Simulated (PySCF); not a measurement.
**Worked example: building the atomization energy of CS, singlet**

Measured: the G2/97 heats of formation, with zero-point and thermal terms from B3LYP taken off, give an electronic atomization energy of 171.3 kcal/mol (Curtiss et al., J. Chem. Phys. 106, 1063 (1997); Staroverov et al., J. Chem. Phys. 119, 12129 (2003)). The calculation below tries to reproduce it.

Geometry (MP2(full)/6-31G*, from the G2/97 set):

```xyz
2

C     0.0000    0.0000    0.0000
S     0.0000    0.0000    1.5447
```

Atomization energies (atoms less molecule, kcal/mol) from PySCF 2.14.0, frozen cores, restricted molecule, unrestricted atoms (their steps beyond CCSDT from full CI of the atoms), sets cc-pV(D+d)Z, cc-pV(T+d)Z, cc-pV(Q+d)Z:

| level | DZ | TZ | QZ |
| --- | --- | --- | --- |
| HF | 94.32 | 96.33 | 96.80 |
| CCSD(T) | 155.43 | 163.46 | 167.68 |
| CCSDT | 155.53 | 163.04 | – |
| CCSDT(Q) | 156.12 | – | – |

**Question.** Extrapolate Hartree–Fock with exp(−5.46 √X) and the CCSD(T) correlation part with X⁻³ (X = 3, 4), add each higher step from the largest set that has it, and compare with the measured value.

**Answer.** Hartree–Fock: 96.80 + (96.80 − 96.33) × 0.301 = 96.94.
Correlation: TZ 67.13, QZ 70.88; (64 × 70.88 − 27 × 67.13) / 37 = 73.62.
Full triples (TZ): 163.04 − 163.46 = -0.42.
(Q) (DZ): 156.12 − 155.53 = 0.59.
Sum: 170.7 kcal/mol, 0.6 below the measured 171.3.

The steps beyond CCSD(T) add 0.17 kcal/mol, while going from QZ to the limit adds 2.88. Core correlation, scalar relativity, spin–orbit terms and the relaxation from this MP2 geometry are missing from the sum, and the measured value has its own uncertainty.
